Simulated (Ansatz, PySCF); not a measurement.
Gas-phase enthalpy of formation at 298 K, by the atomisation route, of [BeH] (BeH) (SMILES; BeH). Each molecule is optimised on its own at B3LYP-D3(BJ)/def2-TZVP (Ansatz, a first-principles code). Valence correlation only, unless marked. Open shells are spin-unrestricted. Spin-orbit coupling is left out. No relativistic terms. CBS marks a two-point X^-3 extrapolation of the correlation energy; Hartree-Fock from the larger set. Unstable Hartree-Fock reference: Be atom. Thermal terms are rigid-rotor harmonic-oscillator values from B3LYP-D3(BJ) frequencies (PySCF) at 298.15 K and 1 atm. 1 Eh = 627.5095 kcal/mol.

```json
[
 {"species": "[BeH] (BeH)", "count": "1", "E, CCSD(T)/CBS(def2-TZVPPD,def2-QZVPPD) (Ansatz) (Eh)": "-15.19925", "E, PBE/def2-TZVPD (Ansatz) (Eh)": "-15.21522", "measured ΔHf at 0 K (kcal/mol)": "-", "H(298) - H(0) of the element (kcal/mol)": "-"},
 {"species": "Be atom", "count": "1", "E, CCSD(T)/CBS(def2-TZVPPD,def2-QZVPPD) (Ansatz) (Eh)": "-14.61882", "E, PBE/def2-TZVPD (Ansatz) (Eh)": "-14.62825", "measured ΔHf at 0 K (kcal/mol)": "76.48", "H(298) - H(0) of the element (kcal/mol)": "0.46"},
 {"species": "H atom", "count": "1", "E, CCSD(T)/CBS(def2-TZVPPD,def2-QZVPPD) (Ansatz) (Eh)": "-0.49998", "E, PBE/def2-TZVPD (Ansatz) (Eh)": "-0.49962", "measured ΔHf at 0 K (kcal/mol)": "51.63", "H(298) - H(0) of the element (kcal/mol)": "1.01"}
]
```

Molecule: zero-point energy 2.91, H(298) - H(0) 2.07 kcal/mol. The route leaves out scalar relativity and anharmonic zero-point terms, and in the frozen-core level the core correlation. Atomic data: G2/97 table in ASE.

Problem. Work out De, D0 and ΔHf at 0 and 298 K at both levels, and their errors against the measured value.

Solution. 
The atoms' values sum to 128.11 (0 K) and 1.47 (thermal), in kcal/mol.
- CCSD(T)/CBS(def2-TZVPPD,def2-QZVPPD): De = 50.48; D0 = 50.48 - 2.91 = 47.57; ΔHf(0 K) = 128.11 - 47.57 = 80.54; ΔHf(298 K) = 80.54 + 2.07 - 1.47 = 81.14; error -0.6.
- PBE/def2-TZVPD: De = 54.81; D0 = 54.81 - 2.91 = 51.90; ΔHf(0 K) = 128.11 - 51.90 = 76.21; ΔHf(298 K) = 76.21 + 2.07 - 1.47 = 76.81; error -4.9.
Measured: 81.7 kcal/mol (G2/97 table in ASE (Curtiss et al.)). This is an older compilation, not checked against later work.
